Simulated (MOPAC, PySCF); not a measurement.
C$_{4}$H$_{8}$, SMILES `C=C(C)C`, neutral singlet in the gas phase. 

Z-matrix (Å, degrees):
```
C
C 1 1.3290
H 2 1.0845 1 121.45
H 2 1.0845 3 117.11 1 -180.00
C 1 1.4956 2 122.16 3 -180.00
H 5 1.0905 1 111.83 2 0.00
H 5 1.0952 6 108.41 1 122.38
H 5 1.0952 6 108.41 7 115.23
C 1 1.4956 2 122.16 3 0.00
H 9 1.0905 1 111.83 2 0.00
H 9 1.0952 10 108.41 1 122.38
H 9 1.0952 10 108.41 11 115.23
```
Charge 0, multiplicity 1.

All levels are single points at this geometry (PBE0-D3(BJ)/def2-TZVP); Pople sets use spherical d functions. Orbital energies aren't observables, and empty levels follow the basis.

```json
[
 {"level": "B3LYP-D3(BJ)/def2-TZVP in PySCF", "HOMO (eV)": "-6.83", "LUMO (eV)": "0.31", "gap (eV)": "7.14", "dipole (D)": "0.56", "vertical IE, Delta-SCF (eV)": "9.26"},
 {"level": "M06-2X/def2-TZVP in PySCF", "HOMO (eV)": "-8.25", "LUMO (eV)": "1.46", "gap (eV)": "9.71", "dipole (D)": "0.54", "vertical IE, Delta-SCF (eV)": "9.33"},
 {"level": "PBE-D3(BJ)/def2-TZVP in PySCF", "HOMO (eV)": "-5.93", "LUMO (eV)": "-0.47", "gap (eV)": "5.46", "dipole (D)": "0.58", "vertical IE, Delta-SCF (eV)": "9.20"},
 {"level": "B3LYP/3-21G in PySCF", "HOMO (eV)": "-6.56", "LUMO (eV)": "1.00", "gap (eV)": "7.56", "dipole (D)": "0.52", "vertical IE, Delta-SCF (eV)": "–"},
 {"level": "B3LYP/6-311+G** in PySCF", "HOMO (eV)": "-6.84", "LUMO (eV)": "0.08", "gap (eV)": "6.92", "dipole (D)": "0.59", "vertical IE, Delta-SCF (eV)": "–"},
 {"level": "B3LYP/6-31G* in PySCF", "HOMO (eV)": "-6.52", "LUMO (eV)": "0.91", "gap (eV)": "7.43", "dipole (D)": "0.52", "vertical IE, Delta-SCF (eV)": "9.08"},
 {"level": "BP86/6-31G* in PySCF", "HOMO (eV)": "-5.70", "LUMO (eV)": "-0.04", "gap (eV)": "5.66", "dipole (D)": "0.55", "vertical IE, Delta-SCF (eV)": "–"},
 {"level": "M06-2X/6-31G* in PySCF", "HOMO (eV)": "-8.03", "LUMO (eV)": "2.03", "gap (eV)": "10.06", "dipole (D)": "0.49", "vertical IE, Delta-SCF (eV)": "–"},
 {"level": "SVWN5/6-31G* in PySCF", "HOMO (eV)": "-5.70", "LUMO (eV)": "-0.10", "gap (eV)": "5.61", "dipole (D)": "0.60", "vertical IE, Delta-SCF (eV)": "9.22"},
 {"level": "HF/3-21G in PySCF", "HOMO (eV)": "-9.37", "LUMO (eV)": "5.23", "gap (eV)": "14.60", "dipole (D)": "0.50", "vertical IE, Delta-SCF (eV)": "–"},
 {"level": "AM1 in MOPAC", "HOMO (eV)": "-9.75", "LUMO (eV)": "1.32", "gap (eV)": "11.07", "dipole (D)": "0.37", "vertical IE, Delta-SCF (eV)": "–"},
 {"level": "PM3 in MOPAC", "HOMO (eV)": "-9.84", "LUMO (eV)": "1.14", "gap (eV)": "10.98", "dipole (D)": "0.36", "vertical IE, Delta-SCF (eV)": "–"},
 {"level": "PM6 in MOPAC", "HOMO (eV)": "-9.65", "LUMO (eV)": "1.55", "gap (eV)": "11.20", "dipole (D)": "1.13", "vertical IE, Delta-SCF (eV)": "–"}
]
```
